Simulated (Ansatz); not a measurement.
Mulliken charges of C$_{2}$H$_{3}$NO (`N=CC=O`) from r2SCAN/def2-TZVPP in Ansatz (PBE0-D4/def2-TZVP geometry).

```
atom   x (Å)   y (Å)   z (Å)  charge (e)
  N1  -0.988   1.082  -0.389      -0.246
  C2  -0.145   0.544   0.378       0.028
  C3   0.556  -0.747   0.045       0.211
  O4   0.348  -1.339  -0.978      -0.281
  H5  -1.091   0.500  -1.229       0.172
  H6   0.102   1.018   1.331       0.071
  H7   1.278  -1.126   0.796       0.046
```

Question: By hand: the dipole of these point charges (1 e Å = 4.8032 D).

Answer: Σ q r = (0.137, 0.074, 0.310) e Å, of length 0.347 e Å = 1.67 D.

Question: How does the dipole of the full density compare? (Best estimate.)

Answer: The calculation gave: (0.245, -0.040, 0.356) e Å, 2.08 D; the point charges give 0.80 times that, at 21° from its direction.

Point charges leave out the atoms' own dipoles, such as those of lone pairs, and Mulliken's split depends on the basis, so the two needn't agree.
